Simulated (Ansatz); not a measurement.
# Chromium, bcc: convergence with cold smearing

Computed with Ansatz, PBE, scalar-relativistic PAW, on the relaxed cell (a = 2.848 Å; non-magnetic). Errors count from a run at 420 eV on a Γ-centred 25×25×25 mesh with Fermi-Dirac smearing of 0.05 eV, extrapolated to zero width. Fixed here: cutoff 420 eV, mesh 15×15×15.

```
width (eV)  E(σ→0) error (meV/atom)  F error (meV/atom)  P (GPa)  SCF iterations
      0.01                      6.4                 6.4    -0.16              16
      0.03                      6.4                 6.3    -0.15              19
       0.1                      5.9                 5.5    -0.11              15
       0.3                      3.7                 0.4     0.05              14
       0.6                    -12.7                 0.0    -0.78              14
       1.0                     -4.2                58.8    -2.93              15
```

Question: What does the run at 0.2 give (width)?

Answer: E(σ→0) error (meV/atom): 5.3; F error (meV/atom): 3.5; P (GPa): -0.03; SCF iterations: 14.
